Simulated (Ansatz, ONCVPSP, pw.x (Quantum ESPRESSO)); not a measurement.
# What a changed setting does to a pw.x run (sc Mn)

Potential: optimised norm-conserving Vanderbilt (ONCV), ONCVPSP 4.0.1, PBEsol; core [Ar], reference 3d5 4s2; waves: 4s: rc 2.30 bohr, ncon 4, nbas 9, qcut 2.9 1/bohr, 2 projectors, debl 3.6 Ha; p scattering state at 0.34 Ha: rc 2.20 bohr, ncon 3, nbas 7, qcut 3.4 1/bohr, 2 projectors, debl 2.1 Ha; 3d: rc 1.90 bohr, ncon 4, nbas 9, qcut 8.8 1/bohr, 2 projectors, debl 3 Ha; local part: polynomial inside 1.25 bohr (lpopt 5, dvloc0 -1 Ha); core correction: none.

The reference run (k-mesh 14³, cutoffs 80/320 Ry, Fermi–Dirac 0.01 Ry, mixing_beta 0.4, conv_thr 1e-9, no spin) gives -2.87 GPa at 11.445 Å³/atom, where all-electron LAPW gives 0.36 GPa. This run, with its own iteration cap, changes nosym to true.

```
&control
  calculation='scf', prefix='x', pseudo_dir='./', outdir='./tmp', tstress=.true., disk_io='none'
/
&system
  ibrav=0, nat=1, ntyp=1, ecutwfc=80, ecutrho=320, nbnd=11,
  occupations='smearing', smearing='fd', degauss=0.01, nosym=.true.
/
&electrons
  conv_thr=1e-09, mixing_beta=0.4, electron_maxstep=50
/
ATOMIC_SPECIES
Mn 1.0 Mn.UPF
CELL_PARAMETERS angstrom
  2.25357457 0.00000000 0.00000000
  0.00000000 2.25357457 0.00000000
  0.00000000 0.00000000 2.25357457
ATOMIC_POSITIONS crystal
Mn 0.0000 0.0000 0.0000
K_POINTS automatic
14 14 14 0 0 0
```

```bash
pw.x < Mn.scf.in > Mn.scf.out
```

How does the run end?

It converges in 8 iterations; the free energy moves by +0.0 meV/atom and the pressure by +0.01 GPa. The result is that of the reference run.

```
lattice parameter (alat)  =       4.2586  a.u.
     unit-cell volume          =      77.2347 (a.u.)^3
     number of electrons       =         7.00
     number of Kohn-Sham states=           11
     kinetic-energy cutoff     =      80.0000  Ry
     charge density cutoff     =     320.0000  Ry
     scf convergence threshold =      1.0E-09
     Exchange-correlation= PBESOL
     number of k points=  1376  Fermi-Dirac smearing, width (Ry)=  0.0100
     iteration #  1     ecut=    80.00 Ry     beta= 0.40
     total energy              =     -28.56921401 Ry
     estimated scf accuracy    <       0.02306235 Ry
     iteration #  2     ecut=    80.00 Ry     beta= 0.40
     total energy              =     -28.57197580 Ry
     estimated scf accuracy    <       0.00386562 Ry
     iteration #  3     ecut=    80.00 Ry     beta= 0.40
     total energy              =     -28.57233136 Ry
     estimated scf accuracy    <       0.00120241 Ry
     [... 2 iterations left out ...]
     iteration #  6     ecut=    80.00 Ry     beta= 0.40
     total energy              =     -28.57242246 Ry
     estimated scf accuracy    <       0.00000002 Ry
     iteration #  7     ecut=    80.00 Ry     beta= 0.40
     total energy              =     -28.57242248 Ry
     estimated scf accuracy    <          1.0E-09 Ry
     iteration #  8     ecut=    80.00 Ry     beta= 0.40
     the Fermi energy is    13.8199 ev
!    total energy              =     -28.57242248 Ry
     estimated scf accuracy    <          7.7E-11 Ry
     smearing contrib. (-TS)   =      -0.00734013 Ry
     The total energy is F=E-TS. E is the sum of the following terms:
     one-electron contribution =       6.94268223 Ry
     hartree contribution      =       3.69008145 Ry
     xc contribution           =      -6.55183283 Ry
     ewald contribution        =     -32.64601320 Ry
     convergence has been achieved in   8 iterations
          total   stress  (Ry/bohr**3)                   (kbar)     P=      -28.60
     Message from routine punch:
     Nothing written, as per user request (disk_io='none')
```

The run took about 1.7 min on one core of a shared server CPU.
